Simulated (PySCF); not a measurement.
# AlH₃: from HF to coupled cluster

Aim: at the PBE0 minimum of singlet AlH₃, found before, compare methods on energies and levels.

Method: several methods, basis Al def2-TZVP, H def2-TZVP, no relativity, density fitting; program: PySCF 2.14.0.

### 1 The system as given

4 atoms, charge 0, spin multiplicity 1.

Bond lengths: Al1–H2 1.586 Å, Al1–H3 1.586 Å, Al1–H4 1.586 Å. Angles: H2–Al1–H3 120.0°, H2–Al1–H4 120.0°, H3–Al1–H4 120.0°.

Z-matrix (Å, degrees; charge 0 multiplicity 1):
```
Al
H  1 1.5859
H  1 1.5859 2 120.00
H  1 1.5859 2 120.00 3 180.00
```

### 2 PBE0

The steps are one call of a driver around PySCF; scf.py gives each level's set-up. Each SCF starts from the density of the minimum. The driver also runs the species with one electron less or more at the same geometry (one less: multiplicity 2, one more: multiplicity 2); their logs are not shown.

Input file scf.py:

```python
from pyscf import gto, scf, dft
mol = gto.M(atom='''
Al    -0.000000     0.000000    -0.000000
H      1.585916     0.000010     0.000000
H     -0.792967     1.373439    -0.000000
H     -0.792949    -1.373449     0.000000''',
    basis={'Al': 'def2-TZVP', 'H': 'def2-TZVP'},
    charge=0, spin=0)
mf = dft.RKS(mol, xc='PBE0')
mf.grids.atom_grid = (99, 590)
aux = {'Al': 'def2-universal-JKFIT', 'H': 'def2-universal-JKFIT'}
mf = mf.density_fit(auxbasis=aux)
mf.kernel()
```

### 3 CCSD(T)

Changes to scf.py since step 2:

```diff
@@ -9,2 +9 @@
-mf = dft.RKS(mol, xc='PBE0')
-mf.grids.atom_grid = (99, 590)
+mf = scf.RHF(mol)
@@ -13,0 +13,3 @@
+from pyscf import cc
+mycc = cc.CCSD(mf, frozen=5).run()
+mycc.ccsd_t()
```

### 4 HF

Changes to scf.py since step 3:

```diff
@@ -13,3 +12,0 @@
-from pyscf import cc
-mycc = cc.CCSD(mf, frozen=5).run()
-mycc.ccsd_t()
```

### 5 PBE

Changes to scf.py since step 4:

```diff
@@ -9 +9,2 @@
-mf = scf.RHF(mol)
+mf = dft.RKS(mol, xc='PBE')
+mf.grids.atom_grid = (99, 590)
```

### 6 r2SCAN

Changes to scf.py since step 5:

```diff
@@ -9 +9 @@
-mf = dft.RKS(mol, xc='PBE')
+mf = dft.RKS(mol, xc='R2SCAN')
```

### 7 B3LYP

Changes to scf.py since step 6:

```diff
@@ -9 +9 @@
-mf = dft.RKS(mol, xc='R2SCAN')
+mf = dft.RKS(mol, xc='B3LYP')
```

### 8 TPSSh

Changes to scf.py since step 7:

```diff
@@ -9 +9 @@
-mf = dft.RKS(mol, xc='B3LYP')
+mf = dft.RKS(mol, xc='TPSSH')
```

### 9 BP86

Changes to scf.py since step 8:

```diff
@@ -9 +9 @@
-mf = dft.RKS(mol, xc='TPSSH')
+mf = dft.RKS(mol, xc='B88,P86')
```

### 10 wB97X

Changes to scf.py since step 9:

```diff
@@ -9 +9 @@
-mf = dft.RKS(mol, xc='B88,P86')
+mf = dft.RKS(mol, xc='WB97X')
```

(Steps that only read results are left out.)

Q: Predict the outcome of this session. Wanted: atomisation energy, CCSD(T) in this basis; vertical ionisation energy, CCSD(T); vertical electron affinity; orbital gap, range; T1, D1; T1, D1 of the cation; T1, D1 of the anion.

As calculated:

| quantity | value |
| --- | --- |
| atomisation energy, CCSD(T) in this basis | 858 kJ/mol |
| vertical ionisation energy, CCSD(T) | 11.34 eV |
| vertical electron affinity | negative in this basis |
| orbital gap, range | 4.77 (PBE) to 12.63 (HF) eV |
| T1, D1 | 0.009, 0.016 |
| T1, D1 of the cation | 0.037, 0.106 |
| T1, D1 of the anion | 0.014, 0.033 |

In atomisation energy the functionals lie from -7 kJ/mol (PBE) to +65 kJ/mol (TPSSh) against CCSD(T). In a basis of this size CCSD(T) binds too weakly, often by tens of kJ/mol, while functionals are nearer their limits, so this ranks no functional. HF lacks the correlation that pairing electrons in bonds brings, so it binds too weakly, by 155 kJ/mol even against this CCSD(T). Against CCSD(T), the vertical ionisation energy is best met by wB97X (+0.11 eV) and worst by HF (-0.64 eV). A negative electron affinity (at CCSD(T)) reflects the basis more than the molecule, so no ranking is made on it; without diffuse functions even a bound anion can come out this way. The PBE orbital energy is a poor guide to ionisation (7.3 eV, 4.0 eV too small); the difference of PBE energies gives 11.0 eV.
